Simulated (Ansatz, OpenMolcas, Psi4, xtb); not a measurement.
A ladder of methods for C2H2O2 (glyoxal)

C2H2O2: 6 atoms, total charge 0, spin state singlet. As SMILES, `O=CC=O`. The coordinates come from a PBE0-D4/def2-TZVP relaxation. This is one conformer, not always the lowest.

Quantity: the atomisation enthalpy at 298 K, in kJ/mol. The values are calculated. The thermal term (zero-point and 298 K enthalpy, harmonic and unscaled) is that of PBE0-D4/def2-TZVP; the spin-orbit lowering of the free atoms at 298 K, 0.8 kJ/mol by their spectra, is taken off.

**What was measured.** Active Thermochemical Tables gives the atomisation enthalpy at 298 K of the gas as 2581 kJ/mol.

```tsv
level	kind	program	value (kJ/mol)	computed − measured
GFN0-xTB	semi-empirical	xtb	2734	+153
HF/aug-cc-pVDZ	Hartree–Fock	OpenMolcas	1657	-924
SVWN5/aug-cc-pVDZ	LDA	OpenMolcas	3035	+454
BLYP/aug-cc-pVDZ	GGA	OpenMolcas	2564	-17
TPSS/aug-cc-pVDZ	meta-GGA	OpenMolcas	2542	-39
BHLYP/aug-cc-pVDZ	global hybrid	OpenMolcas	2374	-207
HSE06/aug-cc-pVDZ	range-separated hybrid	Psi4	2540	-41
```

Nearest: BLYP/aug-cc-pVDZ (-17 kJ/mol); farthest: HF/aug-cc-pVDZ (-924 kJ/mol). Computed less measured by kind, in kJ/mol (aug-cc-pVDZ rows): semi-empirical +153; Hartree–Fock -924; LDA +454; GGA -17; meta-GGA -39; global hybrid -207; range-separated hybrid -41. The xTB rows lack spin polarisation, so open shells miss the exchange term that lowers them.
